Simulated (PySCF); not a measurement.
# Which basis set comes closest?

Molecule: `C=C`, C₂H₄.

Molfile (atoms numbered from 1):
```
C2H4
     RDKit          3D

  6  5  0  0  0  0  0  0  0  0999 V2000
   -0.6450   -0.1049    0.0615 C   0  0  0  0  0  0  0  0  0  0  0  0
    0.6659    0.0712   -0.0837 C   0  0  0  0  0  0  0  0  0  0  0  0
   -1.2744    0.6461    0.5483 H   0  0  0  0  0  0  0  0  0  0  0  0
   -1.1483   -1.0062   -0.3017 H   0  0  0  0  0  0  0  0  0  0  0  0
    1.2983   -0.6762   -0.5725 H   0  0  0  0  0  0  0  0  0  0  0  0
    1.1667    0.9740    0.2789 H   0  0  0  0  0  0  0  0  0  0  0  0
  1  2  2  0
  1  3  1  0
  1  4  1  0
  2  5  1  0
  2  6  1  0
M  END
```

Geometry PBE0-D3(BJ)/def2-SVP throughout; GIAO in PySCF 2.14, gas phase, one conformer, non-relativistic; equivalent atoms averaged; functional PBE0.

Reference values (measured; gas, zero density, 300 K; Wilczek, Jackowski, Molecules 2024, 29, 4460): σ(C1/C2) = 64.4 ppm, σ(H3/H4/H5/H6) = 25.46 ppm.

How do the basis sets STO-3G, 6-31G, pcSseg-0, 6-31G*, def2-SVP, cc-pVDZ, pcSseg-1, 6-311+G(2d,p), aug-cc-pVDZ, def2-TZVP, IGLO-III, cc-pVTZ, pcSseg-2, pcSseg-3 perform against the reference? Times are CPU seconds on shared hosts with different chips, so compare them loosely.

Answers


```csv
basis set,functions,C1/C2,H3/H4/H5/H6,abs. error C,abs. error H,core-s
STO-3G,14,125.7,27.17,61.3,1.71,0.6
6-31G,26,77.5,26.61,13.1,1.15,1.2
pcSseg-0,26,55.9,26.89,8.5,1.43,1.6
6-31G*,36,75.2,26.38,10.8,0.92,1.3
def2-SVP,48,70.5,25.79,6.1,0.33,1.5
cc-pVDZ,48,73.0,25.64,8.6,0.18,2.4
pcSseg-1,54,52.4,25.54,12.0,0.08,1.6
"6-311+G(2d,p)",78,57.3,25.77,7.1,0.31,2.1
aug-cc-pVDZ,82,71.5,25.55,7.1,0.09,3.6
def2-TZVP,86,56.3,25.74,8.1,0.28,2.3
IGLO-III,110,50.2,25.63,14.2,0.17,4.8
cc-pVTZ,116,57.8,25.56,6.6,0.10,5.4
pcSseg-2,128,49.3,25.47,15.1,0.01,2.2
pcSseg-3,276,48.7,25.42,15.7,0.04,24
```

For $^{13}$C the closest is def2-SVP (6.1 ppm) and the furthest STO-3G (61.3 ppm).

For $^{1}$H the closest is pcSseg-2 (0.01 ppm) and the furthest STO-3G (1.71 ppm). Where a smaller basis beats a larger one, errors probably cancel; the largest sets show where the functional converges. One molecule is a small sample, and vibrational effects are absent from the calculation.

A small basis that lands close on one nucleus may do so by chance; judge by the trend and by all nuclei.
